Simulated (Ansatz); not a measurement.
# H2Si2: the cost of one run

Method: def2-TZVPP, core rule «outside noble gas», up to 10 orbitals frozen; program: Ansatz 0.2.0, Gaussian basis.

The runs, in order: UHF; ROHF; CCSD(T) on UHF.

2 further runs of the same task are left out: 2 set aside as unsound or not needed.

**1. The geometry**

The geometry is a PBE0/def2-TZVP stationary point (not a proven minimum) of the parent state, kept for this charge and spin.

4 atoms, charge 1, spin multiplicity 2.

Atoms are counted from 1 here; the program's logs count them from 0.

Bond lengths: Si1–Si2 2.193 Å, Si1–H3 1.488 Å, Si1–H4 1.488 Å. Angles: Si2–Si1–H3 123.8°, Si2–Si1–H4 123.8°, H3–Si1–H4 112.4°.

**2. UHF**

Contents of in.yaml:

```yaml
crystal:
  periodic: [false, false, false]
  atoms:
    - {symbol: Si, position_ang: [0.000000, 0.000000, 1.029969]}
    - {symbol: Si, position_ang: [0.000000, 0.000000, -1.163327]}
    - {symbol: H, position_ang: [0.000000, 1.236053, 1.857961]}
    - {symbol: H, position_ang: [0.000000, -1.236053, 1.857961]}
basis:
  gaussian: {orbitals: def2-TZVPP}
total_charge: 1
magnetization: {spin_polarized: true, initial_magnetization: 1}
hamiltonian: {xc: hf}
output: {orbitals: {seedname: orbitals}}
```

Launch:

```bash
> ansatz run in.yaml --threads 1 --pin off --events-out ev --progress --plain --max-ram 4096MiB --backend cpu
```

Q: Estimate wall time and peak memory on 1 thread of AMD EPYC 7R13, shared host.

About 6 s, with a peak of 0.26 GiB.
